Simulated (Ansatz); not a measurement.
OF⁺, singlet in 6-31G: errors against full CI

Geometry: a point of a stretch scan, not a stationary point.

| atom | x (Å) | y (Å) | z (Å) |
| --- | --- | --- | --- |
| O | 0.0000 | 0.0000 | 0.0000 |
| F | 0.0000 | 0.0000 | 0.9660 |

Basis 6-31G; Ansatz 0.2.0. Only valence electrons are correlated (noble-gas cores frozen), which leaves 12 electrons in 16 orbitals. R marks a restricted (for open shells ROHF) determinant, U an unrestricted one. Active spaces: pair = (2e, 2o) about the gap; valence = (12e, 8o) chosen from the atoms' valence shells.

Full CI is exact within this basis and frozen core; it isn't the basis-set limit. The frozen core follows each run's orbitals, which can shift R against U totals by a few meV.

The determinant fills πx and πy unequally, so it is a mixture of Σ and Δ, which weighs on every level built on one determinant.

The determinant has the irrep A1, whose lowest full-CI state lies within 3 meV of the A2 state that serves as the reference; occupations given are those of the former. RHF is unstable: UHF (⟨S²⟩ = 1.01) lies 1.73 eV below the lowest RHF solution. Higher spins weren't run at this geometry and may lie near or lower.

* UHF ⟨S²⟩: 1.006
* T1 diagnostic (RCCSD): 0.0156
* largest doubles amplitude (RCCSD): 0.187

```csv
level,E − E(full CI) (kcal/mol),share of correlation (%),wall time
RHF,146.01,0.00,–
UHF†,106.02,–,–
RMP2,16.39,88.77,–
UMP2†,-12.06,–,–
CISD,17.83,87.79,0.39 s
RCCSD,10.88,92.55,–
UCCSD*†,-22.17,–,–
RCCSD(T),6.48,95.56,0.24 s
UCCSD(T)*†,-28.78,–,0.54 s
BCCD(T),6.53,95.53,0.27 s
RCCSDT*,1.26,99.14,–
UCCSDT*†,-36.46,–,–
CISDTQ,1.76,98.80,3.3 s
RCCSDT(Q)*,-0.54,100.37,0.97 s
UCCSDT(Q)*†,-37.89,–,4.1 s
RCCSDTQ*,0.11,99.92,15 s
UCCSDTQ*†,-37.34,–,1.9 min
CASSCF (valence space),78.82,46.02,–
NEVPT2 (valence space),14.17,90.29,0.27 s
MRCISD (valence space),3.30,97.74,–
MRCISD+Q (valence space),1.03,99.30,1.4 s
```

An asterisk marks runs whose energy the program itself flagged as in doubt. A dagger marks rows that describe another state than the reference (another or a broken symmetry, a higher spin or other natural occupations), so the difference holds a gap between states beside the method's error.

The correlation energy at full CI, counted from RHF, is -6.332 eV. That run took 2.4 min on 1 thread of Arm Neoverse V1, shared host over 16,028,928 determinants.

Run but not shown, since their state, orbitals or frozen core can't be matched to the reference's or they repeat it: CASSCF (pair space), NEVPT2 (pair space), MRCISD (pair space), MRCISD+Q (pair space).

Times hold each run's SCF and search for its determinant on a shared host, so for small cases they say little of a method's own cost; they ran on 1 thread of Arm Neoverse V1.

Not variational, and here over 5 meV under the exact energy: RCCSDT(Q).

Unrestricted levels hold only the spin's projection, and here they fall towards a lower state of higher spin.

The full-CI state has the irrep A2 of C2v, in the program's axes (one component, if the state is degenerate).

Natural occupations of full CI about the gap: 1.975 1.968 1.968 1.016 1.016 0.023 0.010 0.010 0.009 0.006; effectively unpaired electrons, Σ n²(2−n)², 2.01. No single determinant describes this state well, so single-reference rows can miss without a flag.
